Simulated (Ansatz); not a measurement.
C2H3F, SMILES `C[C]F` (lower singlet) (charge 0, multiplicity 1). This singlet lies 0.87 eV below the relaxed triplet at the level frozen-core CCSD(T)/cc-pVTZ // B3LYP-D3(BJ)/def2-TZVP (Ansatz, a first-principles code).

Cartesian coordinates (Å):
```xyz
6

C     -0.4144     0.0382    -0.0019
C      0.8668    -0.6895     0.1606
F      1.8481     0.1574    -0.1140
H     -1.0418    -0.5616    -0.6707
H     -0.9197    -0.0179     0.9707
H     -0.3391     1.0734    -0.3446
```
Charge 0, multiplicity 1.

Frozen-core energies in 6-31g from Ansatz at a geometry from B3LYP-D3(BJ)/def2-TZVP; the HF reference has <S^2> = 0.00 (restricted, and unstable towards unrestricted orbitals) and the T1 diagnostic is 0.016.

| level | energy (Ha) |
|---|---|
| HF | -176.74490 |
| MP2 | -177.02569 |
| CCSD | -177.05169 |
| CCSD(T) | -177.05914 |

Task: Estimate the energies of CCSDT, CCSDT(Q) and CCSDTQ, and give each level's difference from CCSDTQ.

Result: 
| level | energy (Ha) | difference from CCSDTQ (mHa) |
|---|---|---|
| MP2 | -177.02569 | 34.90 |
| CCSD | -177.05169 | 8.91 |
| CCSD(T) | -177.05914 | 1.45 |
| CCSDT | -177.05997 | 0.63 |
| CCSDT(Q) | -177.06065 | -0.06 |
| CCSDTQ | -177.06060 | 0.00 |
